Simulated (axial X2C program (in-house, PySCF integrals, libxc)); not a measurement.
**PNC⁻: properties at the nuclei**

Computed with an in-house all-electron X2C program for linear molecules (integrals from PySCF): two-component X2C with atomic mean-field Coulomb and Gaunt terms, Gaussian nuclei, basis P dyall-v3z, N dyall-av3z, C dyall-v3z with contracted cores.

P–N–C held linear, with bonds 1.712 and 1.181 Å (near the PBE0 minimum at charge -1 of the determinant lowest at the starting distance; the state shown can have its own minimum elsewhere, held linear; other orders of the atoms were not compared).

Determinant lowest in the PBE0 search, Ω = 3/2 (⟨Sz⟩ = 0.50, ⟨Lz⟩ = 1.00 at PBE0), spin on the atoms P 0.48, N -0.06, C 0.08:

| level | Eeff magnitude (GV/cm) | Ws magnitude P (kHz) | A∥/gI P (MHz) | qzz P (a.u.) | A∥/gI N (MHz) | qzz N (a.u.) | A∥/gI C (MHz) | qzz C (a.u.) |
| --- | --- | --- | --- | --- | --- | --- | --- | --- |
| PBE0 | 0.0202 | 0.00519 | 137 | 1.45 | -1.75 | -0.24 | 15.4 | -0.72 |
| HF | 0.0469 | 0.0121 | 161 | 1.67 | -12.9 | -0.39 | 14.5 | -0.87 |
| PBE | 0.0141 | 0.00362 | 129 | 1.36 | 1.62 | -0.20 | 16.5 | -0.66 |

Determinant 0.02 eV from it at PBE0 and this distance, Ω = 1/2 (⟨Sz⟩ = -0.50, ⟨Lz⟩ = 1.00 at PBE0), spin on the atoms P -0.48, N 0.06, C -0.08:

```tsv
level	Eeff magnitude (GV/cm)	Ws magnitude P (kHz)	A∥/gI P (MHz)	qzz P (a.u.)	A∥/gI N (MHz)	qzz N (a.u.)	A∥/gI C (MHz)	qzz C (a.u.)
PBE0	0.0184	0.014	646	1.44	4.72	-0.24	53.7	-0.72
HF	0.044	0.0339	570	1.66	1.54	-0.38	30.7	-0.87
PBE	0.0125	0.00942	644	1.35	16.9	-0.20	59.6	-0.66
```

Eeff is the effective electric field on the electron electric dipole moment in this Ω state and Ws the scalar–pseudoscalar constant of the nucleus named (defined with the proton number Z and per Ω); A∥ (defined per Ω) follows by multiplying with gI = μI/(I μN); qzz is the electric field gradient, eQq0 = 234.96 MHz × Q/barn × qzz. The operators were transformed with the bare-nucleus X2C matrices; with these basis sets, hyperfine constants and field gradients can be off by tens of per cent, and where levels differ in sign neither size nor sign is settled.

With gI(31P) = 2.2632, Q(14N) = 0.02044 barn, gI(13C) = 1.4048 (g factors from the IAEA table of nuclear moments by Stone; Q from Pyykkö, Mol. Phys. 2018), turn the PBE0 values of the first state into constants in MHz.

A∥(31P) = 137 × 2.2632 = 310 MHz; eQq0(14N) = 234.96 × (0.02044) × (-0.24) = -1.15 MHz; A∥(13C) = 15.4 × 1.4048 = 21.6 MHz.

The molecule was held linear; bending was not examined, so a bent shape may lie lower.

Each state is one determinant with collinear spin. Unrestricted Hartree–Fock can overshoot spin polarisation at the nuclei. For an anion, determinants above electron detachment, or with a positive highest level, are held by the basis set. Where Eeff spreads by more than a factor of two the levels disagree and none is to be relied on. The search compared states at one distance, so a state with another bond length can lie lower. Where a field gradient or hyperfine factor spreads by more than a factor of two over the levels, a constant derived from it is not to be relied on. PBE0 term energies can be off by some tenths of an eV.
